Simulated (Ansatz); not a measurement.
Results of LDA (plane waves, PAW; Ansatz, a first-principles code) for rutile TiO₂.

Run with plane-wave cutoff 520 eV, 8×8×8 k mesh, perturbation theory, force constants from a 4×4×4 q mesh, no spin polarisation, scalar-relativistic PAW data made under PBE.

Computed at the level's own relaxed cell. Harmonic vibrational thermodynamics at fixed volume:

```tsv
T (K)	S_vib (J/K per mol of atoms)	C_V (J/K per mol of atoms)	F_vib (eV/atom)
0	0.00	0.00	0.0701
200	11.04	14.40	0.0611
300	17.79	18.72	0.0460
400	23.52	20.98	0.0245
500	28.35	22.24	-0.0024
700	36.06	23.48	-0.0696
800	39.22	23.80	-0.1086
```

The crystal is taken as a harmonic solid at every temperature: melting, phase changes and thermal expansion are not seen.
